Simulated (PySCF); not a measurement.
**Choosing a basis for TDDFT**

Compound: C₅H₇F.
Structure used (PBE0-D3(BJ)/def2-SVP), in Å, numbered top down from 1:
```xyz
13
C5H7F angstrom
C      1.9923    0.0914   -0.1696
C      0.6299    0.6392   -0.1385
C     -0.2432    1.5592    0.1399
C     -0.7831    0.3374   -0.5474
C     -1.5846   -0.6934    0.1955
F     -1.2170   -1.9643   -0.1968
H      2.0119   -0.9040    0.3009
H      2.3181   -0.0488   -1.2134
H      2.7116    0.7477    0.3404
H     -0.4928    2.5416    0.5320
H     -1.0412    0.3910   -1.6203
H     -2.6664   -0.5804    0.0030
H     -1.4091   -0.5987    1.2820
```

TDDFT with PBE0 (PySCF), vertical singlets, core orbitals frozen in the response, spherical d and f functions. The structure is a single PBE0-D3(BJ)/def2-SVP conformer in the gas phase; no vibrational or solvent corrections.

Problem. Compare 6-31G*, def2-SVP, 6-31+G*, def2-SVPD, aug-cc-pVDZ, def2-TZVP and def2-TZVPD for this molecule.

Solution. 

| basis | functions | diffuse | S1 (eV) | S2 (eV) | S3 (eV) | S4 (eV) | S5 (eV) | LUMO (eV) | α (au) |
| --- | --- | --- | --- | --- | --- | --- | --- | --- | --- |
| 6-31G* | 98 | no | 6.66 | 6.73 | 7.62 | 8.41 | 8.47 | 0.61 | 50.0 |
| def2-SVP | 119 | no | 6.56 | 6.65 | 7.55 | 8.07 | 8.21 | 0.31 | 51.8 |
| 6-31+G* | 122 | yes | 6.27 | 6.48 | 6.54 | 6.87 | 7.00 | 0.04 | 57.0 |
| def2-SVPD | 179 | yes | 6.37 | 6.56 | 6.86 | 7.30 | 7.50 | 0.06 | 59.6 |
| aug-cc-pVDZ | 201 | yes | 6.11 | 6.19 | 6.47 | 6.55 | 6.68 | -0.05 | 61.2 |
| def2-TZVP | 228 | no | 6.34 | 6.53 | 7.42 | 7.45 | 7.73 | 0.13 | 58.3 |
| def2-TZVPD | 288 | yes | 6.25 | 6.45 | 6.49 | 6.93 | 7.10 | 0.03 | 61.1 |

States are compared by their number. Against the largest diffuse basis here (def2-TZVPD, itself not a converged limit), sets without diffuse functions differ by up to 0.41 eV in S1 and 1.37 eV in S5; the smaller diffuse sets differ by up to 0.14 and 0.42 eV. State by state, the largest deviation of a set without diffuse functions is S1 0.41, S2 0.28, S3 1.12, S4 1.48, S5 1.37 eV. The same number needn't mean the same state in each row. Against def2-TZVPD the polarisability deviates by -18% in 6-31G*, -15% in def2-SVP, -7% in 6-31+G*, -2% in def2-SVPD, 0% in aug-cc-pVDZ, -5% in def2-TZVP. A single + in a Pople set puts diffuse functions on heavy atoms only.
